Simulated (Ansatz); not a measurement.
Process, species as SMILES: C1=CC1 + 4 [H][H] (H2) → 3 C (CH4)
B3LYP-D3(BJ)/def2-TZVP geometries, fixed; electronic energies without zero-point terms.
Largest species:
```xyz
7

C     -0.0054     0.0051     0.8609
C     -0.0002    -0.6463    -0.4958
C      0.0065     0.6404    -0.5035
H      0.9023     0.0040     1.4624
H     -0.9206     0.0134     1.4509
H     -0.0016    -1.5779    -1.0322
H      0.0147     1.5655    -1.0509
```
Charge 0, spin multiplicity 1.

Basis-set convergence of the energy of full hydrogenation at PBE0 with Ansatz (a quantum-chemistry and plane-wave program). Cartesian d functions, on some or all atoms, in 6-31G*, 6-31+G*, 6-31G**; all else is spherical. The program fits the integrals of some runs and decomposes those of others, by size. No added dispersion term, no relativity. Functions are those of the species that has most. Reference: the value in def2-QZVPPD, -146.67 kcal/mol, itself unsure by roughly 0.03 kcal/mol (its mean distance from pcseg-3, def2-QZVPP, cc-pVQZ). Deviations are taken from unrounded values.

```json
[
 {"basis": "STO-3G", "functions": "19"},
 {"basis": "3-21G", "functions": "35"},
 {"basis": "6-31G", "functions": "35"},
 {"basis": "6-31G*", "functions": "53"},
 {"basis": "6-31+G*", "functions": "65"},
 {"basis": "6-31G**", "functions": "65"},
 {"basis": "6-311G**", "functions": "78"},
 {"basis": "6-311+G**", "functions": "90"},
 {"basis": "6-311++G(2d,2p)", "functions": "121"},
 {"basis": "6-311++G(3df,3pd)", "functions": "189"}
]
```

Task: Which is the smallest Pople set listed that can be trusted to 2 kcal/mol here, that is, within that of the reference together with its larger relatives (same family, alike in diffuse functions; a set with none to test it counts only in the reference's own line)?

Result: Of the sets listed that have larger relatives (same family, alike in diffuse functions), none stays within 2 kcal/mol of the reference together with them. Inside the window by cancellation, since a larger relative falls out: 6-311+G**. Inside, with no larger relative to test it: 6-311G**, 6-311++G(3df,3pd). Value minus reference: STO-3G -31.91, 3-21G -19.10, 6-31G -14.29, 6-31G* -5.43, 6-31+G* -5.58, 6-31G** -3.71, 6-311G** -1.64, 6-311+G** -1.28, 6-311++G(2d,2p) -2.35, 6-311++G(3df,3pd) 0.03 kcal/mol.
